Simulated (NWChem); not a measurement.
# HF/3-21G run of BF (SMILES [B]F)

Aim: the vertical electron affinity of BF at HF/3-21G, from 2 runs. 

Program for the calculation: NWChem 7.3.0.

2 further runs of the same task are left out: 2 set aside as unsound or not needed. Runs told in other sessions of the task aren't counted.

**1. The system as given**

BF has 2 atoms, charge 0, and is taken as a singlet. SMILES: `[B]F`. The shape is that of a PBE0-D4/def2-TZVP optimisation.

Bond lengths: B1–F2 1.263 Å.

**2. Energy and forces at HF/3-21G**

The input, run.nw:

```
START run
memory stack 880 mb heap 220 mb global 1100 mb
GEOMETRY units angstroms noautosym nocenter noautoz
  B        0.000000       0.000000      -0.009350
  F        0.000000       0.000000       1.253740
END
BASIS spherical bse
  B library 3-21G
  F library 3-21G
END
SCF
  singlet
  rhf
  thresh 1e-08
  maxiter 80
END
TASK scf gradient
```

The run is started by

```sh
$ nwchem run.nw > run.out
```

What it wrote:

```text
[...]
  functions       =    18
[...]
  wavefunction    = RHF
[...]
         Total SCF energy =   -123.431826639571
      One-electron energy =   -207.950736190414
      Two-electron energy =     65.665956709013
 Nuclear repulsion energy =     18.852952841829
        Time for solution =      0.1s
[...]
                         RHF ENERGY GRADIENTS
    atom               coordinates                        gradient
                 x          y          z           x          y          z
   1 B       0.000000   0.000000  -0.017669   -0.000000   0.000000   0.048797
   2 F       0.000000   0.000000   2.369225    0.000000  -0.000000  -0.048797
[...]
```

Run time: 0.77 s. Hardware: 1 thread of Intel Xeon Platinum 8259CL at 2.50GHz (Skylake/Cascade Lake), shared host; peak memory 0.1 GiB.

**3. The doublet anion: a single-point energy at UHF/3-21G**

The input, bf.nw:

```
start bf
title "BF"
memory total 2200 mb
charge -1

geometry noautosym nocenter noautoz
  B      0.000000     0.000000    -0.009350
  F      0.000000     0.000000     1.253740
end

basis spherical bse
  * library 3-21G
end

scf
  nopen 1
  uhf
  thresh 1e-08
  maxiter 80
  print medium
end

task scf energy
```

The run is started by

```sh
$ nwchem bf.nw > bf.out
```

What it wrote:

```text
[...]
  functions       =    18
[...]
  wavefunction    = UHF
[...]
         Total SCF energy =   -123.327580387327
      One electron energy =   -212.727786073629
      Two electron energy =     70.547252844473
 Nuclear repulsion energy =     18.852952841829
                       Sz =      0.5000
                 Sz(Sz+1) =      0.7500
                      S^2 =      0.7553
[...]
```

Run time: 0.87 s. Hardware: 1 thread of Intel Xeon Platinum 8259CL at 2.50GHz (Skylake/Cascade Lake), shared host; peak memory 0.099 GiB.

**4. Outcome**

Level: HF/3-21G.

| quantity | value |
| --- | --- |
| singlet BF: total energy | -123.43183 Eh |
| singlet BF: dipole moment | 0.78 D |
| singlet BF: HOMO energy | -10.88 eV |
| singlet BF: LUMO energy | 3.24 eV |
| singlet BF: HOMO–LUMO gap | 14.12 eV |
| singlet BF: largest force on an atom | 2.509 eV/Å |
| doublet anion: total energy | -123.32758 Eh |
| doublet anion: HOMO energy (highest over α and β) | 2.41 eV |
| doublet anion: LUMO energy (lowest over α and β) | 11.37 eV |
| doublet anion: ⟨S²⟩ | 0.755 |
| vertical electron affinity (to the doublet anion) | -2.837 eV |

**Reading.** The anion lies 2.84 eV (274 kJ/mol) above the neutral: the electron isn't bound at this level, and such a value depends on the basis. Without diffuse functions anions come out too high. Hartree–Fock misses the correlation that binds many anions. The largest force (singlet BF) is 2.51 eV/Å: the shape isn't a stationary point for this species at this level. The HOMO (doublet anion) lies at positive energy, 2.41 eV: the electron is unbound at this level or held by a compact basis; values depend on the basis.
